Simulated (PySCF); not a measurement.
# How methods differ on the electron affinity of Al

Al⁻ [Ne] 3s2 3p2 (3P) → Al [Ne] 3s2 3p1 (2P), as a difference of total energies. Computed with PySCF 2.14 in aug-cc-pwCVDZ (6s5p3d, 36 functions), with the non-relativistic Hamiltonian (point nucleus). Correlated levels: valence and next inner shell: 1s2 frozen. The calculations carry no spin-orbit coupling.

| method | electron affinity (eV) |
| --- | --- |
| UHF | 0.020 |
| MP2 (valence and next inner shell) | 0.299 |
| SCS-MP2 (valence and next inner shell) | 0.209 |
| CCSD (valence and next inner shell) | 0.320 |
| CCSD(T) (valence and next inner shell) | 0.350 |

Question: How much does correlation contribute at CCSD(T) (valence and next inner shell)?

Answer: 0.350 − (0.020) = 0.330 eV, measured against UHF.

Errors of the correlated levels include the incompleteness of this basis and the frozen core.

For comparison: 0.433 eV (measured; photodetachment measurements, as compiled on the Wikipedia data page of electron affinities).
